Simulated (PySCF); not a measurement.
# C3H5FO (epifluorohydrin): the cost of one run

Computed with PySCF 2.14.0, with density-fitted response routines of our own, on a single molecule in the gas phase. Atoms are numbered from 0 throughout.

### 1 The molecule as given

10 atoms, charge 0, multiplicity 1; geometry from: GFN2-xTB. The atoms were then displaced at random by about 0.01 Å, so the start is not that level's minimum.

Bonds of the start (Å): F0–C1 1.39, C1–C2 1.53, C2–C3 1.42, C3–O4 1.39, O4–C2 1.39, C1–H5 1.09, C1–H6 1.10, C2–H7 1.09, C3–H8 1.08, C3–H9 1.12.

### 2 Relaxing the molecule at PBE0-D3(BJ)/def2-SVP

What the job is given:

```
{"job": {"xc": "PBE0", "basis": "def2-SVP", "d3": "d3bj", "grid": 1, "shake": 0.01, "kind": "geom"}, "charge": 0, "multiplicity": 1}
F      1.733400     0.010180     1.250760
C      1.232920     0.013150    -0.043970
C     -0.206210     0.519720    -0.076890
C     -1.280060    -0.400960     0.071590
O     -0.968010     0.143360    -1.171980
H      1.294080    -1.010020    -0.401960
H      1.904850     0.660490    -0.634790
H     -0.294050     1.554060     0.264380
H     -1.120550    -1.457840     0.206990
H     -2.245950    -0.053060     0.514830
```

Launch:

```sh
> OMP_NUM_THREADS=1 python probes_run.py task.json out
```

This one command runs all jobs of the session in turn.

Q: Estimate the wall time and peak memory of this first job on 1 thread of Arm Neoverse V2, shared host.

About 27 s, with a peak of 0.39 GiB.
